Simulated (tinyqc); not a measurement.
Inside a calculation. Method: UHF in the sto-3g basis, for OH+, spin multiplicity 3. One step of it, computed by the program tinyqc.

Question. Iteration 3: DIIS coefficients. Solve [B -1; -1 0][c; lambda] = [0; -1] for the coefficients, which sum to one.

B (overlaps of the stored error matrices):
```
[[1.0964636e+00, 2.4095516e-01, -1.2695808e-02],
 [2.4095516e-01, 5.5786272e-02, -2.6624634e-03],
 [-1.2695808e-02, -2.6624634e-03, 2.9345386e-04]]
```

Give: DIIS coefficients.

Answer.

DIIS coefficients: [0.0128, -0.0053, 0.9925]
